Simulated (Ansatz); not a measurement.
# Ga2O3 (C2/m, No. 12)

The numbers are results of PBE0 (PAW; Ansatz, a quantum-chemistry and plane-wave program), not measurements.

Numerical settings: plane-wave cutoff 500 eV, 8×8×4 k mesh (along the axes of the cell as run), gaussian smearing 0.02 eV, scalar-relativistic PAW data made under PBE.

Cell (relaxed with r²SCAN):

```
Ga2O3
1.0
    6.12704    -1.51944    -0.00264
    6.12704     1.51944    -0.00264
   -1.38358     0.00000     5.64167
Ga O
4 6
Direct
  0.34130   0.34130   0.68544
  0.65870   0.65870   0.31456
  0.90943   0.90943   0.20509
  0.09057   0.09057   0.79491
  0.50374   0.50374   0.74384
  0.49626   0.49626   0.25616
  0.82668   0.82668   0.43652
  0.17332   0.17332   0.56348
  0.16426   0.16426   0.10921
  0.83574   0.83574   0.89079
```

```json
{
 "band_gap": "4.91 eV (on the SCF k mesh)"
}
```

Measured, for comparison: band gap 4.85 ± 0.1 eV (room temperature, no zero-point or thermal correction, ARPES, indirect, as cited; as tabulated in Mengle et al. (2016), arXiv:1902.02681).

Note: cell and atoms aren't relaxed at this level (largest force component 0.06 eV/Å).

Spin–orbit coupling is not included.

Computed values are for the static lattice.
